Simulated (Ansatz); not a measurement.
# CH4F2 (SMILES F.CF): a short trajectory

Aim: follow the atoms for 60 steps of 1.0 fs with a Nosé-Hoover thermostat, with velocities drawn for 1000 K.

Computed with Ansatz 0.2.0, Gaussian basis. Level: PBE0-D4/def2-SVP.

92 further runs of the same task are left out: 92 set aside as unsound or not needed.

### Step 1. The starting structure

The start, a pair relaxed at PBE0-D4: SMILES `F.CF`, 7 atoms, charge 0, spin multiplicity 1.

Atoms are counted from 1 here; the program's logs count them from 0.

Bond lengths: F1–H2 0.931 Å, C3–F4 1.395 Å, C3–H5 1.090 Å, C3–H6 1.090 Å, C3–H7 1.090 Å. Angles: F4–C3–H5 108.1°, F4–C3–H6 108.1°, F4–C3–H7 108.4°, H5–C3–H6 110.7°, H5–C3–H7 110.7°, H6–C3–H7 110.7°.

Geometry (Å):

```xyz
7
CH4F2
F     0.6861    0.0723   -2.3195
H     0.8226   -0.2906   -1.4736
C    -0.3574    0.0834    0.7887
F     0.6801   -0.6546    0.2192
H     0.0627    0.7027    1.5809
H    -1.0887   -0.6162    1.1926
H    -0.8053    0.7032    0.0117
```

### Step 2. Dynamics

File md/in.yaml:

```yaml
crystal:
  periodic: [false, false, false]
  atoms:
    - {symbol: F, position_ang: [0.686071, 0.072277, -2.319508]}
    - {symbol: H, position_ang: [0.822646, -0.290577, -1.473560]}
    - {symbol: C, position_ang: [-0.357402, 0.083420, 0.788667]}
    - {symbol: F, position_ang: [0.680097, -0.654620, 0.219203]}
    - {symbol: H, position_ang: [0.062677, 0.702675, 1.580893]}
    - {symbol: H, position_ang: [-1.088739, -0.616249, 1.192628]}
    - {symbol: H, position_ang: [-0.805349, 0.703175, 0.011679]}
basis:
  gaussian: {orbitals: def2-SVP}
hamiltonian: {xc: pbe0, dispersion: d4}
md: {n_steps: 60, timestep: 1.0, temperature: 1000, ensemble: nvt_nose_hoover, seed: 111, initial_velocities: maxwell_boltzmann}
```

The run is started by

```
$ ansatz run in.yaml --threads 2 --pin off --events-out ev --progress --plain --max-ram 5222MiB
```

Q: Predict the outcome of this session. Wanted: temperature at the start; mean temperature, second half; lowest and highest potential energy, from the first frame; largest change of potential + kinetic.

**Answer**, as computed:

```
                                                 quantity              value
                                                   length  60 steps, 60.0 fs
                                 temperature at the start             1000 K
                            mean temperature, second half              598 K
lowest and highest potential energy, from the first frame      0 and 511 meV
                    largest change of potential + kinetic           76.8 meV
```

**Reading.** The thermostat trades energy with the molecule, so the sum of potential and kinetic energy isn't conserved: it changes by +68 meV over the run. The mean temperature of the second half is still well below the 1000 K set. With 7 atoms the instant temperature spans 239 to 1000 K. No bond breaks or forms, judged by distance.
